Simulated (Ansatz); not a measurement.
Seven cases of atomisation energy of first-row species (electronic energies, kcal/mol); geometries: B3LYP-D3(BJ)/def2-TZVP. The cases were drawn at random from those of this class that have a high level and all functionals, leaving out states under which another spin lies or may lie. Left out are anions, K, Ca, elements past Kr, ionisation of Li, Na and Mg, pi-pi* triplets of linear molecules and other triplets made from a closed-shell parent. Runs that doubt their state, and full CI more than 15 mEh from coupled cluster, are set aside; a case stays where another high level and all functionals remain. AFQMC serves as high level only in triple zeta or larger, with a steady walk, a bar under 0.8 kcal/mol and agreement with other high levels or trials where they ran; where none ran, an unstable determinant or (outside 3d species) a high T1 diagnostic also bars it, so strongly correlated cases are thinned. No case was kept or dropped by the size of a functional's miss. High levels with a bar over 0.5 kcal/mol are left out too, and the seventh case lies inside the range of the six. Affinities count positive where energy is released, gaps as the second state minus the first. B3LYP is by Ansatz (a quantum-chemistry and plane-wave program) in def2-TZVPD. High levels (Ansatz): P = CCSD(T)/CBS(cc-pVQZ,cc-pV5Z) + [CCSDT(Q) - CCSD(T)]/cc-pV5Z + [FCI - CCSDT(Q)]/cc-pVDZ + core + X2C; Q = CCSD(T)/CBS(cc-pVQZ,cc-pV5Z) + [CCSDT(Q) - CCSD(T)]/cc-pVQZ + [CCSDTQ - CCSDT(Q)]/cc-pVDZ + core + X2C; R = CCSD(T)/CBS(cc-pVQZ,cc-pV5Z) + [CCSDT(Q) - CCSD(T)]/cc-pVTZ + core + X2C; S = CCSD(T)/CBS(cc-pVTZ,cc-pVQZ) + [CCSDT(Q) - CCSD(T)]/cc-pVDZ + core + X2C; T = CCSD(T)/CBS(cc-pVTZ,cc-pVQZ) + [CCSDT(Q) - CCSD(T)]/cc-pVTZ. Open shells are spin-unrestricted; no spin-orbit coupling. Cores are frozen in correlated methods. Rows without X2C or -DK are non-relativistic. CBS(X,Y): correlation extrapolated as X^-3, Hartree-Fock from the larger set (Q,5: extrapolated as (X+1)exp(-9√X)). A bracket is a step between two methods taken in the basis named. Functionals run without relativity, which enters their misses. 'core' is core correlation in cc-pwCVTZ, 'X2C' scalar relativity in cc-pVTZ-DK, both at CCSD(T). Full CI freezes restricted core orbitals, also for open shells; the composite that ends in it estimates full CI at the basis-set limit. For partners of very few electrons the exact lower level stands in for a higher one. The UHF reference of C3H2N (C=[C]C#N, doublet) is spin-contaminated (<S^2> up to 0.63 over the pure value in the sets run). The UHF reference of C2H4NO (CC([NH])=O, doublet) is spin-contaminated (<S^2> up to 0.14 over the pure value in the sets run). The UHF reference of C3H5 (C=[C]C, doublet) is spin-contaminated (<S^2> up to 0.16 over the pure value in the sets run). The UHF reference of CHO2 ([O]C=O, doublet) is spin-contaminated (<S^2> up to 0.04 over the pure value in the sets run). The determinant of CHO2 ([O]C=O, doublet) is a saddle point of the SCF energy; a lower one exists, which strains HF and MP2.

```json
[
 {"case": "C2H2O (SMILES C#CO)", "B3LYP": "495.8", "level": "R", "high level": "499.4"},
 {"case": "C3H2N (SMILES C=[C]C#N, doublet)", "B3LYP": "653.3", "level": "S", "high level": "648.8"},
 {"case": "C2H4NO (SMILES CC([NH])=O, doublet)", "B3LYP": "750.5", "level": "S", "high level": "749.6"},
 {"case": "H2O (oxidane, SMILES O)", "B3LYP": "229.4", "level": "P", "high level": "233.0"},
 {"case": "C3H5 (SMILES C=[C]C, doublet)", "B3LYP": "746.1", "level": "S", "high level": "747.0"},
 {"case": "BNH2 (SMILES B=N)", "B3LYP": "358.3", "level": "Q", "high level": "354.1"},
 {"case": "CHO2 (SMILES [O]C=O, doublet)", "B3LYP": "383.2", "level": "T", "high level": "withheld"}
]
```

Q: Fit a straight line from B3LYP to the high level over the first six rows by least squares, predict the seventh, and compare with the calculation.

A: Means: B3LYP 538.90, high level 538.65. Sxx = 231058, Sxy = 230028, slope 0.9955, intercept +2.18 kcal/mol; residual standard deviation 3.9 kcal/mol. Seventh row: 0.9955·(383.2) +2.18 = 383.7 kcal/mol. The calculation gave 379.6 kcal/mol: the line differs from it by +4.1, B3LYP itself by +3.6.
